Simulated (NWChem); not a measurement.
hydrogen isocyanide (CHN); SMILES [C-]#[NH+]

Computed with NWChem. Pople sets run with spherical d functions. Geometry: optimised at PBE-D3(BJ)/def2-SVP. Vertical excitations in the gas phase; the lowest state need not have the same character in each row.

For level PBE/6-31+G*, TDA:

```
Quantity                                  Value
----------------------------------------  -----
lowest excitation, singlet (eV)            7.45
lowest state with f > 0.02, singlet (eV)   7.45
orbital gap (eV)                           6.69
```

**Question.** What are these values for level Hartree-Fock/6-31+G*, CIS?

**Answer.** The lowest excitation, singlet (eV) comes out as 8.13 and the lowest state with f > 0.02, singlet (eV) comes out as 8.90. The orbital gap (eV) comes out as 15.31.
